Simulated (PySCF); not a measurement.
Structure problem from calculated spectra and properties.

Formula: F2H2Si.

- Polarisability: 26.2 au [CAM-B3LYP/def2-SVPD]
- Dipole: 1.83 D [CAM-B3LYP/def2-SVPD]
- NMR, other nuclei: isotropic shieldings of nuclei other than C and H, by class: 315 (2 F), 371 (1 Si) ppm [GIAO KT2/pcSseg-1]
- UV, strongest line: among the 10 lowest singlet transitions: S7 at 11.18 eV (111 nm, f = 0.379) [TDDFT CAM-B3LYP/def2-SVPD]
- XPS: Si2p3/2 109.6, F1s 693.2 (×2), Si1s 1849.8 eV [ΔSCF SCAN, pcX-2 on the ionised atom, pcseg-1 elsewhere, spin-free X2C, 2p3/2 from a spin–orbit splitting computed afterwards within the 2p shell]
- UV, first state: lowest singlet excitation: 8.53 eV (145 nm, f = 0.000) [TDDFT CAM-B3LYP/def2-SVPD]
- Rotational structure: rotational constants A, B, C: 23.818, 7.489, 6.130 GHz [PBE0-D3(BJ)/def2-SVP]

The electronic properties come from PySCF, for the isolated species, density fitting. Levels stand in brackets. Geometry: PBE0-D3(BJ)/def2-SVP; no solvent, vibrations or thermal averaging. NMR classes are plain means over equivalent atoms (diastereotopic ones count apart unless rotation or inversion swaps them), as if these changed places fast.

Task: What is the compound? Reason from the data.

Result: The other shieldings belong to: 315 ppm, fluorine bonded to Si; 371 ppm, silicon bonded to 2 F and 2 H. The core levels belong to: Si2p3/2 109.6 eV, silicon bonded to 2 F and 2 H; F1s 693.2 eV, fluorine bonded to Si; Si1s 1849.8 eV, silicon bonded to 2 F and 2 H. The optimised geometry has point group C2v and is an asymmetric top. Structure: SiF2H2 (`[H][Si]([H])(F)F`). The assignments are read from this structure; whether some other isomer fits the data as well wasn't checked.
